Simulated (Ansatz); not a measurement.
**P₂H₂+ (quartet): from Hartree-Fock to the top rungs, cc-pVDZ**

The task here is to estimate one member of a computed series from the others.

Computed with Ansatz 0.2.0, Gaussian basis. Level: cc-pVDZ, core rule «outside noble gas», up to 10 orbitals frozen.

Plan: UHF; CCSD(T) on ROHF; CCSD(T) on UHF; BCCD(T) on ROHF; CISD; CCSDT(Q) on ROHF; CCSDT(Q) on UHF; CASSCF and MRCISD+Q, 11 electrons in 10 orbitals; CASSCF and NEVPT2, 11 electrons in 10 orbitals.

30 further runs of the same task are left out: 9 that didn't finish, 21 set aside as unsound or not needed.

## The geometry

The geometry is a PBE0/def2-TZVP stationary point (not a proven minimum) of the parent state, kept for this charge and spin.

4 atoms, charge 1, spin multiplicity 4.

Atoms are counted from 1 here; the program's logs count them from 0.

Bond lengths: P1–P2 2.159 Å, P1–H3 1.428 Å, P2–H4 1.428 Å. Angles: P2–P1–H3 95.2°, P1–P2–H4 95.2°.

Coordinates:

```xyz
4
H2P2
P    -0.03135   -0.07355    1.07704
P    -0.03135    0.07355   -1.07704
H     0.96336    0.93109    1.27616
H     0.96338   -0.93108   -1.27616
```

Set-up of the first run:

Contents of in.yaml:

```yaml
crystal:
  periodic: [false, false, false]
  atoms:
    - {symbol: P, position_ang: [-0.031349, -0.073548, 1.077042]}
    - {symbol: P, position_ang: [-0.031350, 0.073548, -1.077042]}
    - {symbol: H, position_ang: [0.963360, 0.931093, 1.276164]}
    - {symbol: H, position_ang: [0.963376, -0.931077, -1.276164]}
basis:
  gaussian: {orbitals: cc-pVDZ}
total_charge: 1
magnetization: {spin_polarized: true, initial_magnetization: 3}
hamiltonian: {xc: hf}
output: {orbitals: {seedname: orbitals}}
```

Launch:

```
> ansatz run in.yaml --threads 1 --pin off --events-out ev --progress --plain --max-ram 2393MiB
```

Steps of the session up to this table: UHF; CCSD(T) on ROHF; CCSD(T) on UHF; BCCD(T) on ROHF; CISD; CCSDT(Q) on ROHF; CCSDT(Q) on UHF; CASSCF and MRCISD+Q, 11 electrons in 10 orbitals; CASSCF and NEVPT2, 11 electrons in 10 orbitals.

One table of the session follows, with a row left open; its other results are not shown here.

It belongs to the step «Misses and costs». 

| method | from UCCSDT(Q) (meV) |
| --- | --- |
| ROHF | +6442.7 |
| UHF | +6117.4 |
| RMP2 | +1255.5 |
| UMP2 | +1363.3 |
| CISD | +722.1 |
| RCCSD | +255.0 |
| UCCSD | +245.5 |
| RCCSD(T) | ? |
| UCCSD(T) | +51.9 |
| BCCD(T) | +50.6 |
| RCCSDT | +13.1 |
| UCCSDT | +11.6 |
| RCCSDT(Q) | +0.8 |
| UCCSDT(Q) | 0 |
| CASSCF valence | +4621.7 |
| NEVPT2 valence | +1099.2 |
| MRCISD valence | +382.3 |
| MRCISD+Q valence | +20.0 |

Q: Estimate the row for RCCSD(T) from the others.

**Answer.** from UCCSDT(Q) (meV): +50.2. In the column «from UCCSDT(Q) (meV)» it lies between MRCISD+Q valence (+20.0) and BCCD(T) (+50.6).

Limits of these values: Restricted and unrestricted rows rest on different reference determinants; where their highest levels disagree by more than a few hundredths of an eV, they describe different states and don't form one ladder.
